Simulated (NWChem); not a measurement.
Li$_{2}$

```
Li
Li 1 2.7871
```
Charge 0, spin multiplicity 1.

Everything below was run with NWChem. All single points use one geometry, from PBE0/def2-SVP, a minimum by its harmonic frequencies.

The correlated methods freeze no orbitals. The Pople sets run with spherical d functions. The structure started from a generated list of species.

Worked example. A B2PLYP run in 6-31G* ends its self-consistent part (53 % exact exchange, 47 % B88, 73 % LYP) at -14.95983 Ha, and second-order perturbation theory on those orbitals gives -0.02746 Ha unscaled.

The perturbative term enters with the weight 0.27: -14.95983 + 0.27·(-0.02746) = -14.96724 Ha is the total energy.
